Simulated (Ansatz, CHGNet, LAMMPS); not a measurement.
## Rock-salt MgO, elastic constant C44

Reference value: 157 GPa (measured, temperature not stated, not corrected to a static lattice; as tabulated in Råsander and Moram (2015), arXiv:1505.02379).

```json
[
 {"level (code)": "ionic model bush1994 (shell model, LAMMPS)", "value (GPa)": "203", "cell (Å³/atom)": "9.30"},
 {"level (code)": "CHGNet 0.3.0", "value (GPa)": "86.9", "cell (Å³/atom)": "9.64"},
 {"level (code)": "LDA (Ansatz)", "value (GPa)": "___", "cell (Å³/atom)": "9.00"},
 {"level (code)": "BLYP (Ansatz)", "value (GPa)": "144", "cell (Å³/atom)": "9.76"},
 {"level (code)": "PBE (Ansatz)", "value (GPa)": "___", "cell (Å³/atom)": "9.62"},
 {"level (code)": "PBEsol (Ansatz)", "value (GPa)": "144", "cell (Å³/atom)": "9.36"},
 {"level (code)": "PBE-D3(BJ) (Ansatz)", "value (GPa)": "___", "cell (Å³/atom)": "9.31"},
 {"level (code)": "r²SCAN+rVV10 (Ansatz)", "value (GPa)": "157", "cell (Å³/atom)": "9.23"},
 {"level (code)": "HSE06 (Ansatz)", "value (GPa)": "156", "cell (Å³/atom)": "9.27"}
]
```

**Question.** Fill in the missing entries.

**Answer.** 
- LDA (Ansatz, a quantum-chemistry and plane-wave program), value (GPa): 153
- PBE (Ansatz), value (GPa): 141
- PBE-D3(BJ) (Ansatz), value (GPa): 146

Differences against the reference: ionic model bush1994 +29 %, CHGNet 0.3.0 -45 %, LDA -2.5 %, BLYP -8.3 %, PBE -10.2 %, PBEsol -8.3 %, PBE-D3(BJ) -7.0 %, r²SCAN+rVV10 0.0 %, HSE06 -0.6 %.

The reference's temperature isn't stated, so close values are not ranked against it. Off by more than 25 %, or 35 % on the side where a correction would as a rule narrow the miss (bounds picked here): CHGNet 0.3.0 (-45 %).

The measured value isn't corrected to a static lattice, so vibrations enter the comparison. A static lattice is as a rule stiffer than a warm one, by over a tenth in soft solids.  PBE-D3(BJ): the dispersion coefficients are held fixed in the derivatives. Each level is taken at its own relaxed cell. Cutoffs differ between the levels. Ansatz's density-functional and Hartree–Fock values are scalar-relativistic unless marked +SOC, with PAW data made under PBE.

Empirical potentials (ionic model bush1994) are fitted to chosen data: where that held the value shown, agreement is built in, and what lay outside the fit can be far off. Machine-learned potentials (CHGNet 0.3.0) are trained on DFT data: a solid inside that data is no test of them.

Differences are worked out from the printed values.
